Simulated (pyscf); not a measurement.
5 gas-phase steps of one pattern: four-centre exchange on the doublet surface, Cl–H + N–Si or F–H + Ge–N or F–H + N–Si broken and Cl–Si + H–N or F–Ge + H–N or F–Si + H–N formed. Single points on ωB97X-D3(BJ)/def2-SVP structures (PySCF, gas phase). Electronic energies in kJ/mol, between the relaxed ends of the descent from the saddle (adducts or complexes of the species named), with the reactant end as zero; ΔE‡ and ΔE at ωB97X-D3(BJ)/def2-TZVP. Rows were drawn at random from the steps of this pattern with a verified saddle, stable references and a bound adduct at one end at least.

| row | step | ΔE | ΔE‡ |
|---|---|---|---|
| 1 | HF (SMILES F) + H₂N–Si•(F)–F (SMILES N[Si](F)F) -> F–Si•(F)–F (SMILES F[Si](F)F) + NH₃ (SMILES N) | -80.5 | 36.4 |
| 2 | HCl (SMILES Cl) + H₂N–SiH•–Cl (SMILES N[SiH]Cl) -> Cl–SiH•–Cl (SMILES Cl[SiH]Cl) + NH₃ (SMILES N) | -67.3 | ? |
| 3 | HF (SMILES F) + H₂N–SiH•–F (SMILES N[SiH]F) → F–SiH•–F (SMILES F[SiH]F) + NH₃ (SMILES N) | -65.4 | 40.4 |
| 4 | H₂N–SiH₂• (SMILES N[SiH2]) + HCl (SMILES Cl) -> •H₂Si–Cl (SMILES [SiH2]Cl) + NH₃ (SMILES N) | -38.8 | 22.2 |
| 5 | H₂N–GeH₂• (SMILES [NH2][GeH2]) + HF (SMILES F) → F–GeH₂• (SMILES [F][GeH2]) + NH₃ (SMILES N) | -34.0 | 41.3 |

**Question.** From a straight line through the complete rows, estimate the missing barrier and say how far the line can be trusted.

**Answer.** Over the 4 complete rows the means are -54.7 (ΔE) and 35.1 (ΔE‡); least squares gives b = -0.11 and a = 29.1 kJ/mol, with residuals of 7.3 kJ/mol (root mean square; largest 11.2, row 4). For row 2: 29.1 + -0.11 × (-67.3) = 36.5 kJ/mol. The computed barrier is 27.0 kJ/mol, 9.5 under the line. The scatter is large against the spread of the barriers, so the line says little here. Each barrier is that of the saddle found. Elements up to Kr have no core potential and no relativistic terms here.
